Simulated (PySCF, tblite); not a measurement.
# methallyl alcohol (C₄H₈O): a rotation path, then NMR shifts and spin-spin couplings on frames, part 3 of 3

tblite 0.8.0 and PySCF 2.14.0. Atoms count from 0. Earlier steps stand in the parts before.

## 10. J couplings: image 6, B3LYP/pcJ-1

The job: settings as JSON, then the geometry in Å.

```
{"job": {"kind": "j", "xc": "B3LYP", "basis": "pcJ-1"}, "charge": 0, "multiplicity": 1}
C     -0.278700     1.694800    -0.191300
C     -0.101200     0.394900    -0.019400
C     -1.074100    -0.458500     0.738000
C      1.123300    -0.304400    -0.571700
O      0.963800    -1.680500    -0.813800
H      0.419700     2.292300    -0.752700
H     -1.127200     2.210000     0.225400
H     -1.829000     0.158500     1.216700
H     -0.571000    -1.048700     1.505700
H     -1.573700    -1.143400     0.052000
H      1.400100     0.132600    -1.534400
H      1.963600    -0.139600     0.125600
H      0.679800    -2.107600     0.002200
```

Method: B3LYP/pcJ-1 indirect spin-spin coupling, non-relativistic, gas phase.

The log of the run:

```text
coarse grid: 10392 points
cycle   1  E = -232.2946521861  dE =  4.599e-01  |g| = 7.287e-01  |ddm| = 2.769e+00
cycle   2  E = -232.2002264750  dE =  9.443e-02  |g| = 1.038e+00  |ddm| = 1.355e+00
cycle   3  E = -232.3956659227  dE = -1.954e-01  |g| = 1.067e-01  |ddm| = 8.718e-01
cycle   4  E = -232.3976524304  dE = -1.987e-03  |g| = 4.410e-02  |ddm| = 1.166e-01
cycle   5  E = -232.3980875955  dE = -4.352e-04  |g| = 1.281e-02  |ddm| = 4.406e-02
cycle   6  E = -232.3981198018  dE = -3.221e-05  |g| = 5.189e-03  |ddm| = 1.329e-02
cycle   7  E = -232.3981263471  dE = -6.545e-06  |g| = 4.082e-04  |ddm| = 3.939e-03
final grid: 99016 points
cycle   8  E = -232.4492115785  dE = -1.222e-04  |g| = 6.333e-03  |ddm| = 2.340e-02
cycle   9  E = -232.4492077965  dE =  3.782e-06  |g| = 7.381e-03  |ddm| = 1.049e-02
cycle  10  E = -232.4492205429  dE = -1.275e-05  |g| = 1.002e-03  |ddm| = 6.185e-03
cycle  11  E = -232.4492206411  dE = -9.823e-08  |g| = 6.574e-04  |ddm| = 1.093e-03
cycle  12  E = -232.4492207229  dE = -8.180e-08  |g| = 9.626e-05  |ddm| = 4.347e-04
cycle  13  E = -232.4492207250  dE = -2.111e-09  |g| = 2.304e-05  |ddm| = 9.014e-05
cycle  14  E = -232.4492207251  dE = -1.172e-10  |g| = 4.182e-06  |ddm| = 1.925e-05
converged SCF energy = -232.4492207251

Indirect spin-spin couplings (Hz)
  i      j    bonds     total        FC       PSO       DSO        SD
  0 C    1 C    1     79.889    89.585    -9.885     0.188         -
  0 C    2 C    2      3.136     3.438    -0.252    -0.049         -
  0 C    3 C    2      6.246     6.353    -0.089    -0.018         -
  0 C    4 O    3     -0.391    -0.559     0.118     0.050         -
  0 C    5 H    1    160.305   159.035     0.632     0.638         -
  0 C    6 H    1    164.672   163.444     0.591     0.637         -
  0 C    7 H    3      6.498     6.828    -0.343     0.013         -
  0 C    8 H    3      7.204     7.322     0.320    -0.437         -
  0 C    9 H    3      5.623     5.766     0.222    -0.364         -
  0 C   10 H    3      5.006     5.239    -0.242     0.009         -
  0 C   11 H    3      4.055     4.216     0.021    -0.182         -
  0 C   12 H    4     -0.336    -0.281     0.332    -0.387         -
  1 C    2 C    1     43.900    45.100    -1.420     0.220         -
  1 C    3 C    1     43.275    44.258    -1.248     0.265         -
  1 C    4 O    2     -0.445    -0.660     0.212     0.003         -
  1 C    5 H    2     -0.626     1.342    -1.533    -0.435         -
  1 C    6 H    2     -1.508     0.417    -1.484    -0.441         -
  1 C    7 H    2     -3.349    -3.007    -0.228    -0.114         -
  1 C    8 H    2     -6.688    -6.660     0.048    -0.076         -
  1 C    9 H    2     -8.687    -8.738     0.095    -0.044         -
  1 C   10 H    2     -3.694    -3.486    -0.167    -0.042         -
  1 C   11 H    2     -3.222    -3.200    -0.027     0.006         -
  1 C   12 H    3      1.489     1.606    -0.169     0.052         -
  2 C    3 C    2      2.740     2.817    -0.078     0.002         -
  2 C    4 O    3     -0.386    -0.464     0.080    -0.002         -
  2 C    5 H    3     11.884    11.982     0.420    -0.518         -
  2 C    6 H    3      7.837     7.976    -0.112    -0.028         -
  2 C    7 H    1    135.929   134.198     1.064     0.667         -
  2 C    8 H    1    128.098   126.081     1.312     0.705         -
  2 C    9 H    1    133.884   132.065     1.125     0.694         -
  2 C   10 H    3      3.472     3.491     0.405    -0.424         -
  2 C   11 H    3      0.806     0.786     0.235    -0.216         -
  2 C   12 H    4     -0.325    -0.424    -0.325     0.424         -
  3 C    4 O    1     20.962    21.897    -0.835    -0.099         -
  3 C    5 H    3      8.296     8.318    -0.117     0.095         -
  3 C    6 H    3     13.232    13.297     0.389    -0.454         -
  3 C    7 H    3      6.365     6.393     0.393    -0.421         -
  3 C    8 H    3      2.286     2.314    -0.065     0.037         -
  3 C    9 H    3      1.379     1.399     0.055    -0.076         -
  3 C   10 H    1    151.692   150.748    -0.038     0.982         -
  3 C   11 H    1    141.803   140.676     0.145     0.983         -
  3 C   12 H    2     -2.875    -3.088     0.752    -0.539         -
  4 O    6 H    4     -0.346    -0.408    -0.138     0.200         -
  4 O    7 H    4     -1.069    -1.004    -0.276     0.211         -
  4 O    8 H    4     -0.351    -0.234    -0.098    -0.019         -
  4 O   10 H    2    -14.938   -14.259    -0.781     0.102         -
  4 O   11 H    2     -3.538    -3.133    -0.589     0.184         -
  4 O   12 H    1    -70.560   -57.781   -12.430    -0.348         -
  5 H    6 H    2      0.091    -0.202     3.777    -3.484         -
  5 H    8 H    4     -1.566    -1.424     1.659    -1.801         -
  5 H    9 H    4     -3.100    -2.950     1.576    -1.725         -
  5 H   10 H    4     -1.621    -1.623    -1.329     1.331         -
  5 H   11 H    4     -3.130    -3.038     0.020    -0.112         -
  6 H    7 H    4     -0.527    -0.522    -1.550     1.546         -
  6 H    8 H    4     -2.289    -2.133     1.187    -1.342         -
  6 H    9 H    4     -3.214    -3.059     0.881    -1.036         -
  6 H   10 H    4     -1.676    -1.534     1.498    -1.639         -
  6 H   11 H    4     -3.549    -3.416     1.449    -1.583         -
  6 H   12 H    5     -0.267    -0.140     1.148    -1.275         -
  7 H    8 H    2    -13.515   -13.625     2.665    -2.555         -
  7 H    9 H    2    -14.789   -14.893     2.666    -2.562         -
  7 H   11 H    4     -0.561    -0.478     1.382    -1.466         -
  7 H   12 H    5     -0.403    -0.407     1.009    -1.005         -
  8 H    9 H    2    -17.360   -17.547     2.629    -2.441         -
  8 H   10 H    4     -1.435    -1.317     1.738    -1.855         -
  8 H   11 H    4     -2.538    -2.474    -0.253     0.189         -
  8 H   12 H    5     -0.334    -0.628    -2.968     3.262         -
  9 H   10 H    4     -1.611    -1.489     1.006    -1.129         -
  9 H   11 H    4     -3.254    -3.140     1.534    -1.648         -
 10 H   11 H    2    -17.036   -17.092     2.082    -2.026         -
 10 H   12 H    3     16.987    17.047     4.511    -4.571         -
 11 H   12 H    3      0.947     1.137     0.875    -1.064         -
```

Wall time 50 s (1 thread, shared host).

Key values: J(C0,H6) 164.7 Hz, J(C0,H5) 160.3 Hz, J(C3,H10) 146.7 Hz (means over like pairs).

## 11. Nuclear shieldings: image 8, PBE0/pcSseg-1

The job: settings as JSON, then the geometry in Å.

```
{"job": {"kind": "nmr", "xc": "PBE0", "basis": "pcSseg-1", "pop": false}, "charge": 0, "multiplicity": 1}
C     -0.358100     1.640700    -0.341200
C     -0.088600     0.392400     0.001800
C     -0.995900    -0.419500     0.878900
C      1.169900    -0.304400    -0.458500
O      0.937200    -1.524500    -1.125900
H      0.296200     2.209200    -0.979100
H     -1.243900     2.145400     0.006300
H     -1.762300     0.209200     1.323300
H     -0.429000    -0.899100     1.676800
H     -1.493200    -1.196400     0.296700
H      1.710100     0.321000    -1.171300
H      1.821400    -0.473200     0.416200
H      0.431800    -2.100400    -0.541800
```

With the program's defaults for keys left out, this is: GIAO PBE0/pcSseg-1 NMR shielding, non-relativistic, gas phase.

The log of the run:

```text
coarse grid: 10392 points
cycle   1  E = -232.0060961507  dE =  5.064e-01  |g| = 6.436e-01  |ddm| = 3.059e+00
cycle   2  E = -231.9544665789  dE =  5.163e-02  |g| = 8.521e-01  |ddm| = 1.241e+00
cycle   3  E = -232.0873076445  dE = -1.328e-01  |g| = 8.388e-02  |ddm| = 7.746e-01
cycle   4  E = -232.0886551805  dE = -1.348e-03  |g| = 2.853e-02  |ddm| = 9.205e-02
cycle   5  E = -232.0888423400  dE = -1.872e-04  |g| = 8.597e-03  |ddm| = 3.158e-02
cycle   6  E = -232.0888563293  dE = -1.399e-05  |g| = 3.844e-03  |ddm| = 9.478e-03
cycle   7  E = -232.0888600103  dE = -3.681e-06  |g| = 3.267e-04  |ddm| = 3.099e-03
final grid: 99016 points
cycle   8  E = -232.1299860184  dE = -3.233e-05  |g| = 9.327e-03  |ddm| = 2.668e-02
cycle   9  E = -232.1299748473  dE =  1.117e-05  |g| = 1.214e-02  |ddm| = 1.704e-02
cycle  10  E = -232.1300049888  dE = -3.014e-05  |g| = 1.336e-03  |ddm| = 9.876e-03
cycle  11  E = -232.1300053467  dE = -3.579e-07  |g| = 1.692e-04  |ddm| = 1.058e-03
cycle  12  E = -232.1300053493  dE = -2.645e-09  |g| = 1.349e-04  |ddm| = 2.208e-04
cycle  13  E = -232.1300053538  dE = -4.475e-09  |g| = 1.416e-05  |ddm| = 1.180e-04
cycle  14  E = -232.1300053538  dE = -4.712e-11  |g| = 2.397e-06  |ddm| = 1.627e-05
converged SCF energy = -232.1300053538

GIAO shielding tensors (ppm)
atom      isotropic    diamagn.    paramagn.     s11        s22        s33       span
  0 C       68.637     252.903    -184.266    -32.888     93.308    145.491    178.379
  1 C       33.183     262.873    -229.691    -89.287     32.068    156.768    246.055
  2 C      166.028     247.947     -81.919    149.722    160.772    187.591     37.869
  3 C      113.093     242.053    -128.960     91.254    109.672    138.354     47.099
  4 O      302.850     388.747     -85.897    280.016    288.586    339.949     59.933
  5 H       26.494      31.373      -4.880     23.550     25.361     30.569      7.019
  6 H       26.574      31.319      -4.744     23.735     25.279     30.709      6.974
  7 H       29.712      30.446      -0.734     25.919     28.556     34.661      8.742
  8 H       30.200      30.303      -0.103     26.525     28.443     35.631      9.105
  9 H       29.600      30.351      -0.751     25.679     28.433     34.688      9.010
 10 H       27.498      29.980      -2.482     23.599     27.701     31.194      7.595
 11 H       27.294      29.589      -2.295     23.374     26.906     31.601      8.227
 12 H       31.236      32.588      -1.352     21.546     30.463     41.700     20.154
```

It took 23 s on 1 thread, shared host.

This run: δ C1 153.7, C0 118.3, C3 73.8, C2 20.9, H5 5.22, H6 5.14 ppm.

## 12. Spin-spin couplings: image 8, B3LYP/pcJ-1

The job, as its differences from that of step 11:

```diff
@@ -1,2 +1,2 @@
-{"job": {"kind": "nmr", "xc": "PBE0", "basis": "pcSseg-1", "pop": false}, "charge": 0, "multiplicity": 1}
+{"job": {"kind": "j", "xc": "B3LYP", "basis": "pcJ-1"}, "charge": 0, "multiplicity": 1}
 C     -0.358100     1.640700    -0.341200
```

With the program's defaults for keys left out, this is: B3LYP/pcJ-1 indirect spin-spin coupling, non-relativistic, gas phase.

The log of the run:

```text
coarse grid: 10392 points
cycle   1  E = -232.2966261957  dE =  4.554e-01  |g| = 7.269e-01  |ddm| = 2.768e+00
cycle   2  E = -232.1996738824  dE =  9.695e-02  |g| = 1.044e+00  |ddm| = 1.550e+00
cycle   3  E = -232.3971159977  dE = -1.974e-01  |g| = 1.070e-01  |ddm| = 1.025e+00
cycle   4  E = -232.3991276480  dE = -2.012e-03  |g| = 4.237e-02  |ddm| = 1.180e-01
cycle   5  E = -232.3995389815  dE = -4.113e-04  |g| = 9.571e-03  |ddm| = 4.231e-02
cycle   6  E = -232.3995535836  dE = -1.460e-05  |g| = 5.164e-03  |ddm| = 1.071e-02
cycle   7  E = -232.3995601174  dE = -6.534e-06  |g| = 4.857e-04  |ddm| = 3.869e-03
final grid: 99016 points
cycle   8  E = -232.4510903324  dE = -1.228e-04  |g| = 6.346e-03  |ddm| = 2.244e-02
cycle   9  E = -232.4510867689  dE =  3.563e-06  |g| = 7.321e-03  |ddm| = 1.053e-02
cycle  10  E = -232.4510994040  dE = -1.264e-05  |g| = 9.555e-04  |ddm| = 6.244e-03
cycle  11  E = -232.4510994906  dE = -8.657e-08  |g| = 6.306e-04  |ddm| = 1.171e-03
cycle  12  E = -232.4510995600  dE = -6.940e-08  |g| = 6.268e-05  |ddm| = 4.323e-04
cycle  13  E = -232.4510995607  dE = -7.320e-10  |g| = 3.154e-05  |ddm| = 6.806e-05
converged SCF energy = -232.4510995607

Indirect spin-spin couplings (Hz)
  i      j    bonds     total        FC       PSO       DSO        SD
  0 C    1 C    1     80.020    89.706    -9.876     0.189         -
  0 C    2 C    2      3.714     4.010    -0.246    -0.050         -
  0 C    3 C    2      5.727     5.894    -0.146    -0.021         -
  0 C    4 O    3     -0.686    -0.792     0.066     0.041         -
  0 C    5 H    1    162.747   161.617     0.496     0.634         -
  0 C    6 H    1    161.684   160.536     0.518     0.630         -
  0 C    7 H    3      6.336     6.663    -0.335     0.008         -
  0 C    8 H    3      6.950     7.050     0.350    -0.450         -
  0 C    9 H    3      5.378     5.532     0.200    -0.354         -
  0 C   10 H    3      5.391     5.627    -0.296     0.060         -
  0 C   11 H    3      5.086     5.176     0.253    -0.343         -
  0 C   12 H    4     -0.250    -0.198     0.323    -0.375         -
  1 C    2 C    1     43.260    44.374    -1.333     0.219         -
  1 C    3 C    1     44.338    45.418    -1.345     0.265         -
  1 C    4 O    2      0.145    -0.443     0.587     0.001         -
  1 C    5 H    2     -0.319     1.628    -1.512    -0.435         -
  1 C    6 H    2     -1.477     0.437    -1.475    -0.439         -
  1 C    7 H    2     -4.036    -3.717    -0.204    -0.115         -
  1 C    8 H    2     -6.253    -6.205     0.025    -0.072         -
  1 C    9 H    2     -7.795    -7.852     0.113    -0.056         -
  1 C   10 H    2     -2.087    -1.774    -0.256    -0.057         -
  1 C   11 H    2     -2.897    -2.869    -0.031     0.004         -
  1 C   12 H    3      1.449     1.560    -0.187     0.076         -
  2 C    3 C    2      3.659     3.804    -0.150     0.006         -
  2 C    4 O    3     -0.154    -0.178     0.018     0.006         -
  2 C    5 H    3     11.393    11.486     0.426    -0.520         -
  2 C    6 H    3      7.370     7.496    -0.096    -0.030         -
  2 C    7 H    1    136.139   134.399     1.079     0.661         -
  2 C    8 H    1    129.540   127.613     1.245     0.682         -
  2 C    9 H    1    130.304   128.361     1.253     0.690         -
  2 C   10 H    3      5.697     5.730     0.437    -0.470         -
  2 C   11 H    3      2.093     2.060     0.076    -0.043         -
  3 C    4 O    1     21.054    22.196    -1.042    -0.099         -
  3 C    5 H    3      8.035     8.119    -0.157     0.073         -
  3 C    6 H    3     12.849    12.906     0.401    -0.458         -
  3 C    7 H    3      6.911     6.940     0.386    -0.415         -
  3 C    8 H    3      2.826     2.854    -0.120     0.092         -
  3 C    9 H    3      1.079     1.136     0.023    -0.081         -
  3 C   10 H    1    151.212   150.293    -0.067     0.987         -
  3 C   11 H    1    140.874   139.758     0.129     0.987         -
  3 C   12 H    2     -2.801    -3.026     0.755    -0.531         -
  4 O    5 H    4      0.307     0.221    -0.029     0.115         -
  4 O    7 H    4     -0.282    -0.246    -0.241     0.205         -
  4 O    9 H    4      0.622     0.707    -0.023    -0.062         -
  4 O   10 H    2    -15.074   -14.369    -0.807     0.102         -
  4 O   11 H    2     -3.696    -3.250    -0.630     0.183         -
  4 O   12 H    1    -69.769   -56.953   -12.478    -0.339         -
  5 H    6 H    2      0.471     0.200     3.738    -3.467         -
  5 H    8 H    4     -1.092    -0.953     1.674    -1.813         -
  5 H    9 H    4     -3.138    -2.986     1.578    -1.730         -
  5 H   10 H    4     -0.483    -0.529    -1.731     1.777         -
  5 H   11 H    4     -1.818    -1.698     0.849    -0.969         -
  6 H    7 H    4     -0.597    -0.590    -1.510     1.503         -
  6 H    8 H    4     -1.870    -1.720     1.262    -1.413         -
  6 H    9 H    4     -3.184    -3.031     0.814    -0.967         -
  6 H   11 H    4     -1.202    -1.079     1.548    -1.671         -
  6 H   12 H    5     -0.161    -0.025     1.123    -1.259         -
  7 H    8 H    2    -13.428   -13.519     2.718    -2.626         -
  7 H    9 H    2    -15.573   -15.691     2.651    -2.533         -
  7 H   10 H    4      0.897     0.988     1.723    -1.814         -
  7 H   11 H    4     -0.469    -0.398     1.307    -1.378         -
  7 H   12 H    5     -0.232    -0.238     0.940    -0.934         -
  8 H    9 H    2    -16.633   -16.811     2.674    -2.496         -
  8 H   11 H    4     -1.350    -1.384    -1.200     1.233         -
  9 H   10 H    4     -0.577    -0.443     1.527    -1.660         -
  9 H   11 H    4     -1.799    -1.685     1.019    -1.134         -
  9 H   12 H    5     -0.214    -0.442    -2.809     3.036         -
 10 H   11 H    2    -12.963   -13.002     2.102    -2.062         -
 10 H   12 H    3     16.779    16.836     4.509    -4.565         -
 11 H   12 H    3      1.002     1.164     0.842    -1.004         -
```

It took 50 s on 1 thread, shared host.

In short: J(C0,H5) 162.7 Hz, J(C0,H6) 161.7 Hz, J(C3,H10) 146.0 Hz (means over like pairs).

## 13. Side by side: NMR shifts

Shifts (ppm) of some atoms, chosen among heavy atoms and hydrogens apart, with basis size and wall time:

```csv
frame,C1,C0,C3,C2,H10,H8,O4,functions,time
image 0,156.7,118.5,73.1,21.8,4.12,2.58,48.1,125,24 s
image 2,156.5,115.2,71.9,21.1,4.48,2.30,39.3,125,24 s
image 4,156.8,112.4,69.3,22.1,4.73,1.75,28.8,125,23 s
image 6,156.0,113.4,70.4,21.0,4.51,1.55,27.5,125,19 s
image 8,153.7,118.3,73.8,20.9,4.22,1.52,33.2,125,23 s
```

## 14. Comparing the runs: spin-spin couplings

Couplings (Hz), each a mean over the pairs like the one named, with basis size and wall time:

```csv
frame,C0–H6,C0–H5,C3–H10,C2–H7,C0–C1,O4–H12,C1–C2,functions,time
image 0,161.9,161.2,146.6,132.9,79.3,-70.3,43.3,215,53 s
image 2,163.6,160.4,146.6,133.2,79.8,-69.9,43.8,215,48 s
image 4,166.0,158.7,147.1,133.2,79.7,-70.3,44.2,215,49 s
image 6,164.7,160.3,146.7,132.6,79.9,-70.6,43.9,215,50 s
image 8,161.7,162.7,146.0,132.0,80.0,-69.8,43.3,215,50 s
```

## 15. Results

The summary covers parts 1 to 3.

| quantity | value |
| --- | --- |
| barrier | 0.076 eV (1.7 kcal/mol) at image 4 |
| end to end (GFN2-xTB) | 0.036 eV |
| 13C shifts against TMS (PBE0/pcSseg-1, image 0) | 156.7, 118.5, 73.1, 21.8 ppm |
| 1H shifts against TMS (PBE0/pcSseg-1, image 0) | 5.21, 5.13, 4.33, 4.12, 2.58, 1.82, 1.71, -0.03 ppm |
| 17O shifts against H2O (PBE0/pcSseg-1, image 0) | 48.1 ppm |
| largest coupling of the table (B3LYP/pcJ-1, image 0) | 1J(C,H) C0–H6, 161.9 Hz |
| range of the shift of O4 | 27.5 to 48.1 ppm |
| range of J(C0,H6), mean over like pairs | 161.7 to 166.0 Hz |

In words: Along the band the dihedral turns by 118°, and the top (dihedral -5°) lies 1.7 kcal/mol above the start (GFN2-xTB, rough), so at room temperature this motion is fast. Ends this close can change order at a higher level. The top was not checked by a frequency run. Shifts at one fixed geometry are not the observed spectrum, which averages over the motion. In the first frame run (image 0): The widest tensor belongs to C1: span 251 ppm, with a paramagnetic part of -232 ppm. In the run at B3LYP/pcJ-1, the largest coupling of the table is C0–H6, 161.9 Hz, of which the Fermi-contact term gives 160.8 Hz. In ppm, O4 moves most: its shift spreads over 20.6 ppm, from 27.5 (image 6) to 48.1 (image 0). The coupling C0–H6, as a mean over pairs of its kind, runs from 161.7 Hz (image 8) to 166.0 Hz (image 4).
